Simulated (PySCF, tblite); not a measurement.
# C₄H₈FN+ (doublet): geometry, infrared bands and EPR parameters

Aim: predict the infrared bands and EPR parameters of C₄H₈FN+ (doublet) (`C=C(F)C[NH+]C`).

Computed with tblite 0.8.0 and PySCF 2.14.0, with density-fitted response routines of our own, on a single molecule in the gas phase. Atoms count from 0, in the outputs and in this text.

### 1 Starting geometry

14 atoms, charge 1, multiplicity 2; geometry from: force field or distance geometry start.

Bonds of the start (Å): C0–C1 1.36, C1–F2 1.36, C1–C3 1.48, C3–N4 1.43, N4–C5 1.44, C0–H6 1.08, C0–H7 1.08, C3–H8 1.10, C3–H9 1.12, N4–H10 1.05, C5–H11 1.10, C5–H12 1.13, C5–H13 1.12.

### 2 Relaxing the molecule with GFN2-xTB

Job settings and geometry (Å):

```
{"job": {"kind": "relax", "xc": "GFN2-xTB", "basis": "xTB"}, "charge": 1, "multiplicity": 2}
C      2.515000    -0.277500     0.095400
C      1.386800     0.484300    -0.001600
F      1.385100     1.562000    -0.833500
C      0.170400     0.179600     0.793000
N     -0.892500    -0.068300    -0.138300
C     -2.155900    -0.381400     0.477500
H      3.397300    -0.046100    -0.486900
H      2.443900    -1.107100     0.788700
H     -0.046900     1.046200     1.431100
H      0.351700    -0.691800     1.472300
H     -0.973200     0.676800    -0.867100
H     -2.167800    -1.360100     0.983500
H     -2.510300     0.432700     1.173900
H     -2.904400    -0.449700    -0.350200
```

On the command line:

```bash
$ OMP_NUM_THREADS=1 python probes_run.py task.json out
```

This one command runs all jobs of the session in turn.

**Question.** This job is followed by: GFN2-xTB harmonic vibrations, gas phase; UKS B3LYP, pcH-1 on C F H N, non-relativistic, mean-field spin-orbit, GIAO. What will the session give for the following? strongest single infrared mode (GFN2-xTB); zero-point energy (GFN2-xTB); g(iso) (B3LYP); ⟨S²⟩; largest a(iso) (averaged by class).

**Answer**, as computed:

```
                                 quantity                    value
strongest single infrared mode (GFN2-xTB)    1216 cm⁻¹, 162 km/mol
             zero-point energy (GFN2-xTB)            69.6 kcal/mol
                           g(iso) (B3LYP)                  2.00361
                                     ⟨S²⟩       0.755 (exact 0.75)
       largest a(iso) (averaged by class)  1H on H8, H9, 222.5 MHz
```

What this shows: The optimisation took 124 steps and gained 0.594 eV; among the close pairs (by a distance rule), C0–C1 changed most, from 1.365 to 1.330 Å. No mode is imaginary among the 36: a minimum at this level. The strongest single mode, at 1216 cm⁻¹, is spread over several atoms, H10, C3, N4, C1 among them. Unscaled tight-binding wavenumbers are off by several per cent, some by more. Its intensities can rank the bands wrongly. Most of the unpaired spin sits on N4 (0.67 e). The isotropic g lies 1.3 ppt above the free-electron value.
